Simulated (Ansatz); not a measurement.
Molecule: CH5Si, net charge -1, singlet state. It need not be the lowest isomer of its formula. Whether it binds its extra electron was not tested at this geometry. SMILES: [CH2-][SiH3]
Geometry from a B3LYP-D3(BJ)/def2-TZVP (Ansatz, a program for electronic structure) optimisation:
```xyz
7

C     -0.0053    -0.0329    -1.2526
Si     0.0018    -0.0163     0.5259
H     -0.9065     0.3269    -1.7546
H      0.9027     0.2988    -1.7615
H      0.0247     1.2375     1.4315
H     -1.2081    -0.7003     1.1230
H      1.1943    -0.7376     1.1138
```
Charge -1, spin multiplicity 1.

Q: Give the harmonic wavenumbers at B3LYP-D3(BJ)/def2-TZVP (Ansatz, finite differences of forces, unscaled).

A: 239, 416, 578, 642, 829, 864, 896, 1008, 1018, 1370, 1817, 2031, 2053, 3031, 3088 cm⁻¹. Zero-point energy 28.4 kcal/mol.

Q: From these and the geometry, give the ideal-gas thermochemistry at 298.15 K and 1 atm (rigid rotor, harmonic oscillator).

A: Point group Cs, rotational symmetry number 1. Rotational constants 68.8, 12.56, 12.03 GHz. S(trans) 37.35, S(rot) 20.96, S(vib) 4.27, S(elec, spin only) 0.00, S 62.6 cal/(mol K). H(298) - H(0) 3.23 kcal/mol; G - E(el) 13.0 kcal/mol.
